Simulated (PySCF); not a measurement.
**Which determinant of SiO⁺ lies lowest?**

Unrestricted PBE0; basis Si 6-311G(d,p), O 6-311G(d,p); no relativity; PySCF 2.14. Outer shells of the fragments: Si+ 3s2 3p1; O 2s2 2p4.

Followed along the bond (rough minima from three points):

```
2Ms+1   unpaired  ⟨S²⟩ at the start  R at minimum (Å)  Te (eV)
    2        σ ↑               0.78              1.53     0.00
    2        π ↑               0.76              1.66     0.14
    4  σ ↑, π ↑↑               3.76              1.74     3.68
```

Solutions found at the starting distance of 1.815 Å, counted from the lowest of them; the search is not exhaustive and high or unbound solutions are not listed, so other states can lie among these:

```
2Ms+1   unpaired   term  E (eV)  ⟨S²⟩  ⟨Lz²⟩  μ (D)
    2        π ↑     ²Π    0.00  0.76   1.01  -3.78
    2        σ ↑    ²Σ⁺    0.73  0.78   0.00  -4.82
    4  σ ↑, π ↑↑  mixed    3.29  3.76   2.01  -3.16
    4  σ ↑, π ↑↑  mixed    3.56  3.76   2.00  -3.19
    2  σ ↑, π ↑↓  mixed    4.15  1.78   2.01  -2.47
    2  σ ↓, π ↑↑  mixed    4.23  1.77   2.01  -2.75
    4      π ↑↑↑     ⁴Π    4.24  3.76   1.01   0.39
    4  σ ↑↑, π ↑     ⁴Π    6.57  3.75   1.01  -2.67
    4  σ ↑, π ↑↑    ⁴Σ⁻    7.19  3.75   0.00   0.45
```

A term symbol is given only where ⟨S²⟩ and ⟨Lz²⟩ are close to those of a pure state; real π, δ and φ orbitals otherwise mix terms. A positive dipole points towards O; it is taken about the centre of mass and depends on that origin.

Task: Compare the gap between the two lowest followed solutions at the starting distance with the gap between their minima.

Result: At PBE0 the second solution (doublet, unpaired electrons π ↑) lies -0.73 eV from the first (doublet, unpaired electrons σ ↑) at 1.815 Å and +0.14 eV at the minima; the two curves relax by different amounts, since their minima lie near 1.66 and 1.53 Å.

Counting both spins, an empty level lies below a filled one in some of these solutions, because spin and occupation are held.
